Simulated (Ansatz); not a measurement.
System: tetradymite Bi2Se3. Method: r²SCAN+rVV10 in Ansatz (plane waves, PAW).

Numerical settings: plane-wave cutoff 600 eV, 10×10×10 k mesh, Fermi–Dirac smearing 0.01 eV, scalar-relativistic PAW data made under PBE.

Starting structure:

```
CELL_PARAMETERS angstrom
      2.07000     1.19512     9.54667
     -2.07000     1.19512     9.54667
      0.00000    -2.39023     9.54667
ATOMIC_POSITIONS crystal
  Bi 0.59900 0.59900 0.59900
  Bi 0.40100 0.40100 0.40100
  Se 0.00000 0.00000 0.00000
  Se 0.78800 0.78800 0.78800
  Se 0.21200 0.21200 0.21200
```

Into what structure does the relaxation of cell and atoms lead at this level, with the symmetry of the start kept?

The volume grows by 2.5 %; final space group R-3m.
```
CELL_PARAMETERS angstrom
      2.07216     1.19636     9.76345
     -2.07216     1.19636     9.76345
      0.00000    -2.39272     9.76345
ATOMIC_POSITIONS crystal
  Bi 0.60066 0.60066 0.60066
  Bi 0.39934 0.39934 0.39934
  Se 0.00000 0.00000 0.00000
  Se 0.78571 0.78571 0.78571
  Se 0.21429 0.21429 0.21429
```

Ansatz is a first-principles code.
